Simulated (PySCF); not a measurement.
# H2S2 (SMILES SS) at 6 levels

We compute a comparison of 6 runs (HF/STO-3G, HF/3-21G, HF/def2-SVP, B3LYP/6-31G*, PBE0/def2-SVP, BLYP/pcseg-2) of H2S2. Input form: a Python script.

The results are computed with PySCF 2.14.0.

## (1) The system as given

The species is H2S2 (4 atoms), meant as a singlet with charge 0. SMILES: `SS`. Geometry: relaxed at PBE0-D4/def2-TZVP.

Bond lengths: S1–S2 2.046 Å, S1–H3 1.347 Å, S2–H4 1.347 Å. Angles: S1–S2–H4 98.6°, S2–S1–H3 98.6°.

## (2) Energy and forces at HF/STO-3G (run 1)

Input file start.xyz:

```xyz
4
H2S2
S      0.784480    -0.789210     0.166690
S      0.060220     1.121560     0.067360
H     -0.225420    -1.352590     0.856880
H     -0.619290     1.020250    -1.090950
```

Input file input.py:

```python
import pyscf.grad
from pyscf import gto

system = gto.M(
    atom='start.xyz',
    verbose=4,
    spin=0,
    max_memory=1860,
    basis='sto-3g',
)

mf = system.RHF()
mf.conv_tol = 1e-10
mf.kernel()
if not mf.converged:
    mf = mf.newton().run(mf.mo_coeff, mf.mo_occ)

etot = mf.e_tot
print('Final energy', etot)
grad = mf.Gradients().kernel()
mf.analyze()
```

The run is started by

```console
$ OMP_NUM_THREADS=1 python input.py
```

The log of the run:

```text
PySCF version 2.14.0

[... 67 lines left out ...]
Total Energy =                        -787.490467232046967
[... 4 lines left out ...]
DFT Exchange-Correlation Energy =      -51.153607090558921
[... 6 lines left out ...]
MO #5   energy= -6.2893882743864   occ= 2
[... 4 lines left out ...]
MO #10  energy= -6.2823451784254   occ= 2
[... 4 lines left out ...]
MO #15  energy= -0.351076998598577 occ= 2
[... 4 lines left out ...]
MO #20  energy= 0.487311604512682  occ= 0
[... 27 lines left out ...]
Dipole moment(X, Y, Z, Debye): -1.02153, -0.40191, -0.28305
```

It took 0.95 s on 1 thread of Arm Neoverse V1, shared host; peak memory 0.12 GiB.

## (3) Energy and forces at HF/3-21G (run 2)

Input file calc.py:

```python
import pyscf.grad
from pyscf import gto, scf

mol = gto.M(
    atom=[
    ('S', (0.784480, -0.789210, 0.166690)),
    ('S', (0.060220, 1.121560, 0.067360)),
    ('H', (-0.225420, -1.352590, 0.856880)),
    ('H', (-0.619290, 1.020250, -1.090950)),
],
    spin=0,
    basis='3-21g',
    max_memory=1860,
    verbose=4,
)

mf = scf.RHF(mol)
mf.conv_tol = 1e-10
mf.kernel()
if not mf.converged:
    mf = mf.newton().run(mf.mo_coeff, mf.mo_occ)

etot = mf.e_tot
print(f'total energy: {etot:.8f} hartree')
grad = mf.Gradients().kernel()
mf.analyze()
```

The run is started by

```console
$ OMP_NUM_THREADS=1 python calc.py
```

The log of the run:

```text
PySCF version 2.14.0

[... 69 lines left out ...]
Total Energy =                        -792.242052952613676
[... 8 lines left out ...]
MO #2   energy= -91.3496095428204  occ= 2
[... 6 lines left out ...]
MO #9   energy= -6.62211614123756  occ= 2
[... 6 lines left out ...]
MO #16  energy= -0.399951507351025 occ= 2
[... 6 lines left out ...]
MO #23  energy= 0.669695431980601  occ= 0
[... 6 lines left out ...]
MO #30  energy= 1.18608538192797   occ= 0
[... 37 lines left out ...]
Dipole moment(X, Y, Z, Debye): -1.81876, -0.71558, -0.50395
```

Run time: 0.95 s. Hardware: 1 thread of Arm Neoverse V1, shared host; peak memory 0.12 GiB.

## (4) Energy and forces at HF/def2-SVP (run 3)

Input file geometry.xyz:

```xyz
4
H2S2
S      0.784480    -0.789210     0.166690
S      0.060220     1.121560     0.067360
H     -0.225420    -1.352590     0.856880
H     -0.619290     1.020250    -1.090950
```

Input file run.py:

```python
# SS
from pyscf import gto, scf

system = gto.M(
    atom='geometry.xyz',
    max_memory=1860,
    basis='def2-svp',
    verbose=4,
)

mf = scf.RHF(system)
mf.conv_tol = 1e-10
mf.kernel()
if not mf.converged:
    mf = mf.newton().run(mf.mo_coeff, mf.mo_occ)

e_tot = mf.e_tot
print('E = %.10f Eh' % e_tot)
grad = mf.nuc_grad_method().kernel()
mf.analyze()
```

The run is started by

```console
$ OMP_NUM_THREADS=1 python run.py
```

The log of the run:

```text
PySCF version 2.14.0

[... 72 lines left out ...]
Nuclear Repulsion Energy =              85.443143422553646
[... 11 lines left out ...]
MO #6   energy= -6.67227033874384  occ= 2
[... 9 lines left out ...]
MO #16  energy= -0.382103288922486 occ= 2
[... 9 lines left out ...]
MO #26  energy= 0.733037106592959  occ= 0
[... 9 lines left out ...]
MO #36  energy= 1.12222867511026   occ= 0
[... 9 lines left out ...]
MO #46  energy= 2.49351122858603   occ= 0
[... 53 lines left out ...]
Dipole moment(X, Y, Z, Debye): -1.36351, -0.53647, -0.37781
```

Run time: 1.3 s. Hardware: 1 thread of Arm Neoverse V1, shared host; peak memory 0.12 GiB.

Runs 4 to 5 aren't shown in full; the table further down has their settings and results.

## (5) Energy and gradient at BLYP/pcseg-2 (run 6)

geometry.xyz is that of step 4.

Input file job.py:

```python
# SS
from pyscf import gto, dft

system = gto.Mole()
system.atom = 'geometry.xyz'
system.basis = 'pcseg-2'
system.spin = 0
system.max_memory = 1860
system.verbose = 4
system.build()

ks = dft.RKS(system, xc='blyp')
ks.grids.level = 5
ks.conv_tol = 1e-10
ks.kernel()
if not ks.converged:
    ks = ks.newton().run(ks.mo_coeff, ks.mo_occ)

e_tot = ks.e_tot
print('Final energy', e_tot)
grad = ks.nuc_grad_method().kernel()
dip = ks.dip_moment()
pop, q = ks.mulliken_pop()
```

The run is started by

```console
$ OMP_NUM_THREADS=1 python job.py
```

The log of the run:

```text
PySCF version 2.14.0

[... 72 lines left out ...]
converged SCF energy = -797.624490844202
Final energy -797.6244908442018
[... 11 lines left out ...]
Dipole moment(X, Y, Z, Debye): -1.14151, -0.44913, -0.31630
[... 101 lines left out ...]
charge of    3H =      0.07417
```

Wall time 19 s (1 thread of Arm Neoverse V1, shared host); peak memory 0.93 GiB.

## (6) Overview of the runs

| run | level | integration grid | energy (Eh) | dipole moment (D) | HOMO energy (eV) | LUMO energy (eV) | wall time |
| --- | --- | --- | --- | --- | --- | --- | --- |
| 1 | HF/STO-3G | – | -787.490467 | 1.13 | -7.41 | 9.33 | 0.95 s |
| 2 | HF/3-21G | – | -792.242053 | 2.02 | -10.80 | 2.60 | 0.95 s |
| 3 | HF/def2-SVP | – | -795.965471 | 1.51 | -10.34 | 3.63 | 1.3 s |
| 4 | B3LYP/6-31G* (spherical functions) | 5 | -797.564916 | 1.51 | -7.27 | -1.11 | 5.7 s |
| 5 | PBE0/def2-SVP | 5 | -797.046373 | 1.49 | -7.39 | -0.51 | 5.7 s |
| 6 | BLYP/pcseg-2 | 5 | -797.624491 | 1.27 | -6.18 | -1.85 | 19 s |

## (7) What came out

| quantity | value |
| --- | --- |
| run 6: total energy | -797.62449 Eh |
| run 6: dipole moment | 1.27 D |
| run 6: HOMO energy | -6.18 eV |
| run 6: LUMO energy | -1.85 eV |
| run 6: HOMO–LUMO gap | 4.33 eV |
| run 6: largest force on an atom | 0.861 eV/Å |

The dipole moment (its size) runs from 1.13 D (HF/STO-3G) to 2.02 D (HF/3-21G). The HOMO–LUMO gap runs from 4.33 eV (BLYP/pcseg-2) to 16.74 eV (HF/STO-3G). The two ends differ in method and basis. Totals of different functionals can't be ranked against each other. In run 1 the basis is minimal, so the values are rough. All runs together took 34 s, the longest 19 s.
